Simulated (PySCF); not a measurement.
C₃H₅Cl.
SMILES with atom numbers: `[CH2:1]=[CH:2][CH2:3][Cl:4]` (hydrogens: H5, H6 on C1; H7 on C2; H8, H9 on C3)

Computed by this run: PySCF 2.14.0, PBE0-D3(BJ)/def2-SVP geometry optimisation, gas phase; density fitting, grid level 1; the optimiser is geomeTRIC in internal coordinates, started from an MMFF94s structure with every atom displaced at random (about 0.03 Å).

Step 2: E = -15700.3618 eV
```
atom  x, y, z in Å  |  force x, y, z in eV/Å
C1      1.3735   -0.3625   -0.2277    0.301  -0.821  -0.064
C2      0.3504    0.4526   -0.0287   -0.384   0.368  -0.038
C3     -1.0590   -0.0262    0.0410    0.050   0.205   0.034
Cl4    -1.8700    0.5618    1.5312   -0.038   0.004   0.028
H5      2.4074   -0.0255   -0.3326   -0.030   0.087   0.027
H6      1.1898   -1.4479   -0.2971    0.183   0.221  -0.005
H7      0.5044    1.5356    0.0453   -0.053  -0.005   0.022
H8     -1.6462    0.3650   -0.8043   -0.031  -0.044   0.043
H9     -1.1176   -1.1223    0.0473    0.003  -0.014  -0.046
```

Step 3: E = -15700.3718 eV
```
atom  x, y, z in Å  |  force x, y, z in eV/Å
C1      1.3895   -0.3862   -0.2277   -0.048  -0.065   0.003
C2      0.3455    0.4197   -0.0438   -0.091   0.248   0.004
C3     -1.0746   -0.0147    0.0388    0.000  -0.169   0.008
Cl4    -1.8624    0.5843    1.5361    0.016   0.027   0.069
H5      2.3992    0.0193   -0.3120    0.058  -0.016   0.004
H6      1.2751   -1.4712   -0.3074   -0.006  -0.031   0.000
H7      0.5025    1.5015    0.0404    0.023   0.008  -0.013
H8     -1.6753    0.3868   -0.7898    0.046   0.021  -0.048
H9     -1.1667   -1.1090    0.0398    0.003  -0.025  -0.027
```

Step 4: E = -15700.3730 eV
```
atom  x, y, z in Å  |  force x, y, z in eV/Å
C1      1.3739   -0.3865   -0.2260   -0.045   0.309   0.050
C2      0.3453    0.4479   -0.0472    0.096  -0.292  -0.023
C3     -1.0646   -0.0167    0.0374   -0.074   0.036  -0.008
Cl4    -1.8553    0.5644    1.5423   -0.007   0.005   0.029
H5      2.3934   -0.0027   -0.3077    0.046  -0.039  -0.018
H6      1.2384   -1.4697   -0.2970   -0.032  -0.010   0.008
H7      0.5046    1.5299    0.0331    0.019  -0.039  -0.020
H8     -1.6692    0.3771   -0.7925   -0.017   0.017  -0.009
H9     -1.1338   -1.1132    0.0321    0.014   0.013  -0.009
```

Q: Estimate the geometry and energy of step 5. (The exact step hangs on the optimiser's Hessian estimate; all steps are aligned on step 4, rigid shifts and turns removed.)

A: E = -15700.3752 eV, largest force 0.084 eV/Å
```
atom  x, y, z in Å  |  force x, y, z in eV/Å
C1      1.3813   -0.3790   -0.2249   -0.067  -0.026   0.030
C2      0.3428    0.4398   -0.0482    0.081  -0.021  -0.011
C3     -1.0708   -0.0176    0.0370    0.026   0.003  -0.008
Cl4    -1.8530    0.5644    1.5473    0.004  -0.009  -0.010
H5      2.4052   -0.0057   -0.3101   -0.029   0.036   0.002
H6      1.2435   -1.4634   -0.2908    0.006  -0.001  -0.004
H7      0.5001    1.5216    0.0293   -0.004   0.008  -0.014
H8     -1.6715    0.3840   -0.7928   -0.013   0.006   0.020
H9     -1.1448   -1.1136    0.0276   -0.004   0.004  -0.004
```

The energy changes by -0.0022 eV. The first-order estimate −F·Δx gives -0.0057 eV and the mean of the old and new forces, exact on a quadratic surface, -0.0022 eV. The step makes an angle of 64° with the force vector and moves no atom by more than 0.012 Å.

What follows is the cost of the whole optimisation. Hardware: one thread of an Arm Neoverse V1, on a shared host. Cost: 16 s wall, 0.34 GiB resident at most.
